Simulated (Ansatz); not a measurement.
## Could Ta3Sb exist in this structure?

Plane-wave DFT in Ansatz with scalar-relativistic PAW potentials. The crystal relaxes under LDA to Pm-3n with a = 5.201 Å, 17.58 Å³/atom. No spin polarisation.

```xyz
8
Lattice="5.2006 0.0000 0.0000 0.0000 5.2006 0.0000 0.0000 0.0000 5.2006" Properties=species:S:1:pos:R:3 pbc="T T T"
Ta    1.3001    0.0000    2.6003
Ta    2.6003    3.9004    0.0000
Ta    3.9004    0.0000    2.6003
Ta    2.6003    1.3001    0.0000
Ta    0.0000    2.6003    3.9004
Ta    0.0000    2.6003    1.3001
Sb    0.0000    0.0000    0.0000
Sb    2.6003    2.6003    2.6003
```

Test it against the elements, against displacements at the zone centre and against strain.

- Energy over the elements: -0.148 eV/atom (LDA, standard states in the same functional, gases uncorrected)
- Optical modes at Γ: all 21 real, 90 to 218 cm⁻¹ (LDA, no gap at this level, so no LO-TO term)
- Least eigenvalue of the elastic tensor: 72 GPa (LDA, smearing 0.15 eV on a cell relaxed with it; where the run has no gap this value hangs on mesh and smearing)

It passes all three tests. So it is a local minimum against everything tried and bound against the elements. Modes at other wave vectors, other structures and decomposition into other compounds weren't tested here.

Spin-orbit coupling is left out, which matters for the bands of heavy elements.